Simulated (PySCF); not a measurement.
# C2HF (fluoroacetylene) at CCSD(T)/cc-pVTZ

What is the energy change on altering one bond length of C2HF (fluoroacetylene) at CCSD(T)/cc-pVTZ? The job is set up through a Python script.

The results are computed with PySCF 2.14.0.

1 further run of the same task is left out (set aside as unsound or not needed).

**1. The structure to begin with**

C2HF: 4 atoms, total charge 0, spin state singlet. SMILES: `C#CF`. Geometry: relaxed at PBE0-D4/def2-TZVP.

Bond lengths: C1–C2 1.192 Å, C2–F3 1.270 Å, C1–H4 1.063 Å. Angles: C1–C2–F3 180.0°, C2–C1–H4 180.0°.

**2. The energy at CCSD(T)/cc-pVTZ**

Input file calc.py:

```python
# C#CF
from pyscf import gto, cc

mol = gto.M(
    atom='C -0.361030 0.453110 -0.290220; C 0.303270 -0.380840 0.243810; F 1.010600 -1.269010 0.812300; H -0.952830 1.196740 -0.765890',
    verbose=3,
    basis='cc-pvtz',
    charge=0,
    max_memory=1860,
)

mf = mol.RHF()
mf.conv_tol = 1e-10
mf.kernel()
if not mf.converged:
    mf = mf.newton().run(mf.mo_coeff, mf.mo_occ)

mycc = cc.CCSD(mf, frozen=3)
mycc.kernel()
e_t = mycc.ccsd_t()
energy = mycc.e_tot + e_t
print('E = %.10f Eh' % energy)
```

On the command line:

```sh
$ OMP_NUM_THREADS=1 python calc.py
```

The log of the run:

```text
converged SCF energy = -175.713444704478
E(CCSD) = -176.2700903835889  E_corr = -0.5566456791108989
CCSD(T) correction = -0.0239118942925593
E = -176.2940022779 Eh
```

Wall time 41 s (1 thread of Arm Neoverse V1, shared host); peak memory 0.73 GiB.

**3. The distorted shape**

Input file calc.py:

```python
from pyscf import gto, scf, cc

molecule = gto.M(
    atom='''
C      0.349136    -0.439254     0.280589
C      1.013436    -1.273204     0.814619
F      1.720766    -2.161374     1.383109
H     -0.952830     1.196740    -0.765890
''',
    charge=0,
    verbose=4,
    basis='cc-pvtz',
    max_memory=1860,
)

mf = scf.RHF(molecule)
mf.conv_tol = 1e-10
mf.kernel()
if not mf.converged:
    mf = mf.newton().run(mf.mo_coeff, mf.mo_occ)

mycc = cc.CCSD(mf, frozen=3)
mycc.kernel()
e_t = mycc.ccsd_t()
e_tot = mycc.e_tot + e_t
print('E(%s) = %.9f' % ('CCSD(T)', e_tot))
```

On the command line:

```sh
$ OMP_NUM_THREADS=1 python calc.py
```

The log of the run:

```text
PySCF version 2.14.0

[INPUT] num. atoms = 4
[INPUT] num. electrons = 22
[INPUT] charge = 0
[INPUT] spin (= nelec alpha-beta = 2S) = 0
[INPUT] symmetry False subgroup None
[INPUT] Mole.unit = angstrom
[INPUT] Symbol           X                Y                Z      unit          X                Y                Z       unit  Magmom
[INPUT]  1 C      0.349136000000  -0.439254000000   0.280589000000 AA    0.659771420226  -0.830069759120   0.530236363566 Bohr   0.0
[INPUT]  2 C      1.013436000000  -1.273204000000   0.814619000000 AA    1.915116484775  -2.406006860701   1.539406805867 Bohr   0.0
[INPUT]  3 F      1.720766000000  -2.161374000000   1.383109000000 AA    3.251776464463  -4.084404912756   2.613697210421 Bohr   0.0
[INPUT]  4 H     -0.952830000000   1.196740000000  -0.765890000000 AA   -1.800587743269   2.261510842312  -1.447322341543 Bohr   0.0

[... 48 lines left out ...]
converged SCF energy = -175.460643476056
[... 12 lines left out ...]
Init t2, MP2 energy = -176.043756729619  E_corr(MP2) -0.583113253563069
[... 14 lines left out ...]
CCSD converged
[... 2 lines left out ...]
E(CCSD(T)) = -176.099730029
```

Wall time 42 s (1 thread of Arm Neoverse V1, shared host); peak memory 0.72 GiB.

**4. Results**

Level: CCSD(T)/cc-pVTZ, 3 core orbitals frozen.

| quantity | value |
| --- | --- |
| first shape: total energy | -176.29400 Eh |
| first shape: dipole moment (Hartree–Fock density) | 0.82 D |
| first shape: HOMO energy (Hartree–Fock orbitals) | -11.34 eV |
| first shape: LUMO energy (Hartree–Fock orbitals) | 4.20 eV |
| first shape: HOMO–LUMO gap (Hartree–Fock orbitals) | 15.53 eV |
| first shape: correlation energy (3 core orbitals frozen) | -580.6 mEh |
| first shape: (T) correction | -23.91 mEh |
| first shape: T1 diagnostic | 0.013 |
| distorted shape: total energy | -176.09973 Eh |
| distorted shape: dipole moment (Hartree–Fock density) | 2.56 D |
| distorted shape: HOMO energy (Hartree–Fock orbitals) | -11.04 eV |
| distorted shape: LUMO energy (Hartree–Fock orbitals) | -2.16 eV |
| distorted shape: HOMO–LUMO gap (Hartree–Fock orbitals) | 8.89 eV |
| distorted shape: correlation energy (3 core orbitals frozen) | -639.1 mEh |
| distorted shape: (T) correction | -33.06 mEh |
| distorted shape: T1 diagnostic | 0.027 |
| energy change with the C1–H4 bond stretched from 1.063 to 2.338 Å | 5.286 eV |

What this shows: One bond (distorted shape) is far stretched, which a spin-restricted single reference describes badly; perturbation theory on it can break down and give far too much correlation. With the C1–H4 bond stretched from 1.063 to 2.338 Å the energy rises by 5.29 eV (122 kcal/mol). The first shape isn't relaxed at this level, so the change isn't measured from a minimum. A restricted reference can't describe the breaking bond well at this length. Mulliken charges (first shape) of the mean-field density run from -0.25 on C1 to +0.22 on H4. The triples (first shape) make up 4.1 % of the correlation energy. The T1 diagnostic (distorted shape) of 0.027 is above the customary mark for such species, so a single reference may not serve. Mulliken charges (distorted shape) of the mean-field density run from -0.26 on C1 to +0.28 on H4.
